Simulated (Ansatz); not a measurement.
Basis-set extrapolation for `C=C[O]` radical (PBE0-D4/def2-TZVP geometry, frozen core, the Gaussian-basis code of Ansatz). Multiplicity 2, UHF reference.

```json
{"": "HF", "def2-TZVPP": "-152.363905", "def2-QZVPP": "-152.370881"}
{"": "MP2 correlation", "def2-TZVPP": "-0.508261", "def2-QZVPP": "-0.546563"}
{"": "CCSD(T) correlation", "def2-TZVPP": "-0.564848", "def2-QZVPP": "not run"}
```

Energies in hartree. Use E(X) = E(∞) + A·exp(−7.88·√X) for Hartree–Fock and E(X) = E(∞) + B·X^(−2.97) for correlation, with X = 3 and 4, and add CCSD(T) minus MP2 of the smaller set to the MP2 limit.

Question: What is the CCSD(T) energy at the basis-set limit?

Answer: HF limit: -152.370881 + (-0.006976) × 0.13774 = -152.37184. MP2 limit: -0.546563 + (-0.038302) × 0.74074 = -0.57493. Higher-order term: -0.564848 − (-0.508261) = -0.05659. Total: -153.00336 hartree, 195.9 kJ/mol below CCSD(T)/def2-TZVPP.

The UHF reference is spin-contaminated (⟨S²⟩ = 0.92, T1 = 0.031).
